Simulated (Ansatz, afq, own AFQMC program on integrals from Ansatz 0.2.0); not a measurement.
# S, triplet in def2-TZVP, levels against full CI

A free S atom.

Basis def2-TZVP. Only valence electrons are correlated. Integrals, coupled cluster, full CI and functionals: Ansatz 0.2.0; the random walks run on the same integrals in our own AFQMC program. ph-AFQMC/CISD is guided by a CISD state made of CCSD amplitudes; releasing the constraint for a short imaginary time cuts its bias at the price of noise, slowly where states lie close. Free projection: walkers drawn from exp(T), propagated without any constraint. Its projection time is finite, and what remains of the start isn't in its error. Error bars are statistical, one sigma.

Determinant: UHF, the one that the program's search chose, which needn't be the lowest solution.

Full CI on the same integrals is exact in this basis and with this determinant's frozen core.

The T1 diagnostic is 0.0098 and the weight of the determinant in the CISD state is 0.930. The ⟨S²⟩ of the determinant is 2.012. The size of the correlated space is 6 electrons in 32 orbitals.

Reference: full CI, correlation energy -3.911 eV. The released energy is read at 1.50 1/Eh (meV from the phaseless value at times in 1/Eh: -2.5 ± 1.7 at 0.24, -2.8 ± 1.3 at 0.50, -7.3 ± 1.1 at 1.00, -8.2 ± 1.0 at 1.50).

```json
{"level": "HF", "E − E(reference) (kcal/mol)": "90.18", "share of correlation (%)": "0.00"}
{"level": "MP2", "E − E(reference) (kcal/mol)": "18.54", "share of correlation (%)": "79.44"}
{"level": "CCSD", "E − E(reference) (kcal/mol)": "3.52", "share of correlation (%)": "96.10"}
{"level": "CCSD(T)", "E − E(reference) (kcal/mol)": "0.59", "share of correlation (%)": "99.34"}
{"level": "CCSDT", "E − E(reference) (kcal/mol)": "0.09", "share of correlation (%)": "99.90"}
{"level": "CCSDT(Q)", "E − E(reference) (kcal/mol)": "0.01", "share of correlation (%)": "99.99"}
{"level": "CCSDTQ", "E − E(reference) (kcal/mol)": "0.00", "share of correlation (%)": "100.00"}
{"level": "ph-AFQMC/HF", "E − E(reference) (kcal/mol)": "2.58 ± 0.27", "share of correlation (%)": "97.13"}
{"level": "ph-AFQMC/CISD", "E − E(reference) (kcal/mol)": "0.26 ± 0.04", "share of correlation (%)": "99.71"}
{"level": "released AFQMC", "E − E(reference) (kcal/mol)": "0.07 ± 0.02", "share of correlation (%)": "99.92"}
{"level": "free AFQMC", "E − E(reference) (kcal/mol)": "0.03 ± 0.04", "share of correlation (%)": "99.96"}
```

CCSDT and higher add their correlation energy to the determinant of the CCSD(T) run, since their own runs factorise the integrals more tightly (a shift of under 2 meV). Free projections are given only where their last times agree within the noise and don't stop above the reference; a slow remainder of the start can still hide under it. A walk keeps the symmetry of its determinant, which the program's search chose and which needn't be the lowest solution, so a lower state of the same spin and another symmetry isn't excluded. Released energies are given only where the last usable release times agree within the noise; a slower fall can still hide under it.
